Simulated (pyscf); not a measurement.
**Concerted two-bond exchange: `[SiH3][Si]([SiH3])[SiH3]` [doublet] + `[OH2]` -> `[OH][Si]([SiH2])([SiH3])[SiH3]` [doublet] + `[H][H]`**

Gas phase, doublet surface, charge 0. Bonds broken: Si2–H5, O14–H15. Bonds formed: Si1–O14, H5–H15. Single points on ωB97X-D3(BJ)/def2-SVP structures (PySCF, gas phase).

Transition state (Å):

```xyz
16

Si    -0.4956     0.2302     0.2939
Si     1.6834     0.4712     0.5532
Si    -1.3169    -1.9107    -0.0233
Si    -1.7204     1.8371     1.4283
H      1.7211     1.1828    -1.2456
H      2.2346     1.6713     1.2376
H      2.6489    -0.6365     0.3268
H     -0.2412    -2.7735    -0.5921
H     -2.4740    -1.8818    -0.9671
H     -1.7742    -2.4879     1.2743
H     -2.6134     2.5678     0.4717
H     -2.5793     1.2267     2.4840
H     -0.7858     2.8205     2.0480
O     -0.4920     0.8553    -1.5452
H      0.6637     1.0943    -1.5567
H     -0.9789     1.6669    -1.7478
```

One imaginary mode, 1862i cm⁻¹; descent along it reached the two sides named, in the forms told below.

```
bond     change  reactant side (Å)  saddle  product side
-------  ------  -----------------  ------  ------------
Si2–H5   breaks              1.502   1.935           4.2
O14–H15  breaks              0.966   1.180         2.463
Si1–O14   forms                3.1   1.942         1.692
H5–H15    forms              2.213   1.106         0.762
```

Electronic energies relative to the separated reactants (eV):

```
level                   barrier  reaction energy  reverse barrier
----------------------  -------  ---------------  ---------------
ωB97X-D3(BJ)/def2-TZVP     1.79            -0.25             2.05
PBE/def2-TZVP              1.39            -0.25             1.65
r²SCAN/def2-TZVP           1.53            -0.33             1.86
B3LYP-D3(BJ)/def2-TZVP     1.62            -0.34             1.95
PBE0-D3(BJ)/def2-TZVP      1.57            -0.24             1.81
M06-2X/def2-TZVP           1.73            -0.39             2.12
ωB97M-D3(BJ)/def2-TZVP     1.70            -0.27             1.97
HF/def2-TZVP               2.89            -0.16             3.05
```

With ωB97M-D3(BJ)/def2-TZVP energies and thermal terms (ideal gas, 1 atm, RRHO with modes under 100 cm⁻¹ raised to 100, one conformer, R ln 2 for chiral ones without a mode under 150 cm⁻¹), in eV:

```
T (K)   ΔH‡   ΔG‡     ΔH     ΔG
-----  ----  ----  -----  -----
298    1.56  2.05  -0.42  -0.37
600    1.58  2.53  -0.36  -0.33
900    1.62  3.00  -0.31  -0.33
1200   1.66  3.46  -0.28  -0.34
```

On the reactant side the descent ends in a complex (not fully relaxed), 0.19 eV under the separated species and 1.98 eV under the saddle at ωB97X-D3(BJ)/def2-TZVP. HO–Si(SiH₂•)(SiH₃)–SiH₃ lies 1.14 eV over its isomer H₃Si–O–Si•(SiH₃)–SiH₃ (electronic energy, ωB97M-D3(BJ)/def2-TZVP). One saddle was located; it need not be the lowest between these sides.
